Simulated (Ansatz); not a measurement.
Rock-salt BaS was calculated with PBEsol+SOC (plane waves, PAW; Ansatz, an electronic-structure program).

Numerical settings: plane-wave cutoff 520 eV, 10×10×10 k mesh, Fermi–Dirac smearing 0.01 eV, PAW data made under PBE.

Response to compression and expansion:

```csv
V (Å³/atom),P (GPa),direct gap at Γ (eV),smallest gap on the k mesh (eV)
29.821,3.31,3.813,1.861
30.455,2.08,3.799,1.912
31.090,0.98,3.690,1.953
31.724,0.00,3.587,1.990
32.358,-0.88,3.487,2.024
32.993,-1.67,3.392,2.056
33.627,-2.38,3.300,2.085
```

The fundamental gap (1.99 eV at the equilibrium volume, with added k points) lies elsewhere than Γ–Γ.
